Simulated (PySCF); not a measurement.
**Ionisation energy of Ne by level of theory**

Ne [Ne] (1S) → Ne⁺ [He] 2s2 2p5 (2P), as a difference of total energies. Calculation: PySCF 2.14, in x2c-TZVPPall with one added diffuse shell each of s, p, d type (6s4p3d1f, 40 functions); scalar relativity by spin-free X2C-1e. Correlated levels: valence and next inner shell: nothing frozen. The calculations carry no spin-orbit coupling.

| method | ionisation energy (eV) |
| --- | --- |
| UHF | 19.654 |
| MP2 (valence and next inner shell) | 21.580 |
| SCS-MP2 (valence and next inner shell) | 21.425 |
| CCSD (valence and next inner shell) | 21.311 |
| CCSD(T) (valence and next inner shell) | 21.371 |

Errors of the correlated levels include the incompleteness of this basis.

Problem. Which method comes closest to the reference value, and which is furthest?

Solution. The reference is 21.597 eV (measured; NIST levels, between the centres of gravity of the two terms). Closest: MP2 (valence and next inner shell) (error -0.017 eV); furthest: UHF (error -1.943 eV).
